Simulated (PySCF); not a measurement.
C2H4F2: calculation against experiment

**Measured values to compare with.**

From NIST CCCBDB Release 22 (SRD 101), experimental dipoles, for the gas: dipole moment (dielectric constant against temperature) 2.262 ± 0.008 D.

How close the calculation comes is told at the end.

Compound: C2H4F2.
Numbering: `[CH3:1][CH:2]([F:3])[F:4]` (hydrogens: H5, H6, H7 on C1; H8 on C2)

Structure used (PBE0-D3(BJ)/def2-SVP), in Å, numbered top down from 1:
```xyz
8
C2H4F2 angstrom
C     -0.757   -0.198    0.017
C      0.697    0.171    0.055
F      1.412   -0.663   -0.736
F      0.872    1.429   -0.416
H     -1.115   -0.153   -1.021
H     -0.901   -1.217    0.403
H     -1.341    0.502    0.629
H      1.133    0.127    1.070
```

Runs made with PySCF (gas phase, on this PBE0-D3(BJ)/def2-SVP geometry; no spin–orbit coupling):

| level | job | basis functions |
| --- | --- | --- |
| PBE0-D3(BJ)/def2-SVP, grid level 1 | geometry optimisation from an MMFF94s start | 76 |
| B3LYP/pcJ-1 | spin–spin couplings from 8 perturbed nuclei | 148 |
| B3LYP/6-31G* | spin–spin couplings from 8 perturbed nuclei | 64 |
| B3LYP/aug-cc-pVTZ-J | spin–spin couplings from 8 perturbed nuclei | 264 |
| B3LYP/cc-pVTZ | spin–spin couplings from 8 perturbed nuclei | 176 |
| B3LYP/def2-TZVP | spin–spin couplings from 8 perturbed nuclei | 148 |
| B3LYP/pcJ-0 | spin–spin couplings from 8 perturbed nuclei | 64 |
| B3LYP/pcJ-2 | spin–spin couplings from 8 perturbed nuclei | 300 |
| BHandHLYP/pcJ-1 | spin–spin couplings from 8 perturbed nuclei | 148 |

All basis functions are spherical.

**Comparison with experiment**

**Dipole moment.** Measured: 2.262 D (NIST CCCBDB Release 22 (SRD 101), experimental dipoles).

```
               level  computed (D)  computed − measured (D)  % (from the printed values)
PBE0-D3(BJ)/def2-SVP         2.072                   -0.190                           -8
         B3LYP/pcJ-1         2.147                   -0.115                           -5
        B3LYP/6-31G*         1.873                   -0.389                          -17
 B3LYP/aug-cc-pVTZ-J         2.198                   -0.064                           -3
       B3LYP/cc-pVTZ         2.068                   -0.194                           -9
     B3LYP/def2-TZVP         2.139                   -0.123                           -5
         B3LYP/pcJ-0         2.285                   +0.023                           +1
         B3LYP/pcJ-2         2.217                   -0.045                           -2
     BHandHLYP/pcJ-1         2.315                   +0.053                           +2
```

Closest is B3LYP/pcJ-0 (+0.023 D), furthest B3LYP/6-31G* (-0.389 D); one molecule doesn't rank methods. The computed dipoles belong to one fixed geometry; measured ones are averaged over vibrations unless marked μe. Magnitudes are compared, not signs.

No measured geometry was used, and the causes of the misses weren't examined.
